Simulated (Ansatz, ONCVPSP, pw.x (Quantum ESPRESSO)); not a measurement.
# germanium: one change to the ONCV potential, in the atom and in the diamond crystal

```json
{"Element": "germanium (Ge)", "Generator": "ONCVPSP 4.0.1.1 (patched build)", "Type": "optimised norm-conserving Vanderbilt (ONCV)", "Functional": "LDA (Perdew-Wang 92)", "Relativity": "scalar-relativistic", "Frozen core": "[Ar] 3d10", "Valence charge": "4", "Reference configuration": "4s2 4p2", "Partial waves": "4s: rc 1.80 bohr, ncon 4, nbas 8, qcut 3.3 1/bohr, 1 projector; 4p: rc 1.95 bohr, ncon 4, nbas 7, qcut 3.5 1/bohr, 2 projectors, debl 1.7 Ha; d scattering state at 0.2 Ha: rc 2.15 bohr, ncon 3, nbas 7, qcut 3.8 1/bohr, 1 projector", "Local potential": "polynomial inside 1.15 bohr (lpopt 1, dvloc0 0 Ha)", "Core correction": "Teter function, fcfact 3, rcfact 1.5"}
```

Change: local potential polynomial inside 1.15 bohr (lpopt 1, dvloc0 10 Ha).

Cutoffs, loose and tight: the cutoffs (Ha) at which the residual kinetic energy of the hardest occupied pseudo-wave falls to 1 and 0.1 mHa per electron. They do not see the model core or the augmentation charge, which bear on the density cutoff. Test errors are all-electron minus pseudo excitation energies from the reference, over the configurations 4s2 4p1; 4s2 4p0; 4s1 4p0; 4s2 4p1.5; variants that change the core or the reference have their own tests.

Crystal test: diamond Ge in pw.x 7.5, no spin, 8³ k-points, Fermi–Dirac smearing 0.01 Ry, cutoffs set for each file from its atomic test. The reference is all-electron LAPW (Ansatz 0.2.0) with the same functional, mesh and smearing; V0 and B0 come from Birch–Murnaghan fits to the pressures at five volumes. Errors are pseudo minus all-electron; Δ is the rms difference of the E(V) curves that follow from these fits, minima aligned, over ±6 % about the mean V0. Mesh and smearing are coarse, so the numbers serve the comparison and aren't converged zero-temperature values; the lattice is a test structure that the element need not adopt.

All-electron: a0 = 5.625 Å (V0 = 22.24 Å³/atom), B0 = 69.8 GPa.

Does the change bring the crystal closer to the all-electron result?

The mean pressure error goes from -0.43 to -0.24 GPa, so the change moves the solid closer to the all-electron pressures. At 80 % of its cutoff the pressure of the changed file moves by -0.41 GPa.

| quantity | base | changed |
| --- | --- | --- |
| outcome (atom) | generated | generated |
| cutoff, loose (atom) | 26 Ha | 26 Ha |
| cutoff, tight (atom) | 51 Ha | 51 Ha |
| bound ghosts (atom) | none | none |
| largest test error (meV) (atom) | -158 | -266 |
| cutoffs in pw.x (Ry) | 120/480 | 120/480 |
| a0 (Å) | 5.614 | 5.618 |
| a0 error (%) | -0.19 | -0.11 |
| B0 error (%) | +1.4 | +0.7 |
| Δ (meV/atom) | 2.0 | 1.2 |
| mean pressure error (GPa) | -0.43 | -0.24 |

Base: The generator flags a localised state at positive energy (s at 2 eV).
